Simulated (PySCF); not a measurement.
## Mass spectrum arithmetic for `C[N+]#CC(F)F`

Species: `C[N+]#CC(F)F`.

All values are calculated from tables of isotopes.

Q: Find the molar and monoisotopic masses of [C3H4F2N]+.

A: For [C3H4F2N]+, with standard atomic weights, 3 × 12.011 + 1 × 14.007 + 2 × 18.998 + 4 × 1.008 = 92.068 g/mol. From the most abundant isotopes (12C, 14N, 19F, 1H), 3 × 12.000000 + 1 × 14.003074 + 2 × 18.998403 + 4 × 1.007825 = 92.0312 u for neutral atoms; the ion's mass is 92.0306 u once 1 electron mass (0.000549 u) is taken off.

Q: Work out the cluster of the ion itself, one line a nominal mass.

A: 
```tsv
nominal mass	m/z (centroid)	relative intensity
92	92.0306	100.0
93	93.0334	3.7
```

Lines under 0.1 % of the tallest are left out. Abundances used (%; other tables differ somewhat): 12C 98.93, 13C 1.07; 14N 99.632, 15N 0.368; 1H 99.9885, 2H 0.0115.

Q: Give the mass fraction of each element.

A: C 39.14 %, N 15.21 %, F 41.27 %, H 4.38 %.

Q: What resolving power m/Δm just matches the spacing of the species with one 15N and with one 13C?

A: They lie 0.00632 u apart at mass 93.03, so m/Δm is about 15000.

Q: Resolve the fine structure: one atom at a time replaced by a minor isotope.

A: Intensity in % of the monoisotopic species:

```tsv
isotope	mass shift (u)	m/z	intensity (%)
15N	+0.99703	93.0277	0.37
13C	+1.00335	93.0340	3.24
2H	+1.00628	93.0369	0.05
```

Species under 0.02 % are left out.

Q: Count the protons, neutrons and electrons of the monoisotopic species, and give its exact less its nominal mass.

A: 47 protons, 45 neutrons and 46 electrons; 92.0312 − 92 = +0.0312 u, electron masses as for neutral atoms.

Q: What share of all these ions is the monoisotopic species?

A: 0.9893^3 × 0.99632 × 1^2 × 0.999885^4 = 96.42 %.
